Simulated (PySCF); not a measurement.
## AlH₂⁺ + 2 Cl₂ → AlCl₂⁺ + 2 HCl

Level: PBE0 in the def2-TZVP basis family, all electrons, no relativity, computed in PySCF with density fitting; open shells unrestricted.

```tsv
species	state and structure	E (Eh)	ZPE (kJ/mol)	H(298 K) − H(0) (kJ/mol)	S° (J/(mol K))
AlH₂⁺	singlet, D∞h, Al–H 1.554 Å (×2)	-243.18162	31.3	9.7	191.9
Cl₂	singlet, D∞h, Cl–Cl 1.982 Å	-920.08940	3.5	9.1	222.5
AlCl₂⁺	singlet, D∞h, Al–Cl 1.996 Å (×2)	-1162.25997	9.1	13.1	264.3
HCl	singlet, C∞v, H–Cl 1.279 Å	-460.66440	17.9	8.7	186.6
```

Q: What is the electronic reaction energy?

A: At PBE0/def2-TZVP, ΔE = -599.5 kJ/mol from the differences of the total energies times 2625.5, downhill. 

Q: Add zero-point, thermal and entropy terms for 298.15 K and 1 bar.

A: ΔZPE = 6.6 and Δ[H(298) − H(0)] = 2.6 kJ/mol give ΔH° = -590.3 kJ/mol. ΔS° = 0.6 J/(mol K), so ΔG° = -590.3 − 298.15 × (0.0006) = -590 kJ/mol.

Each species is the lowest minimum found with this bonding; other isomers or fragments can lie lower.
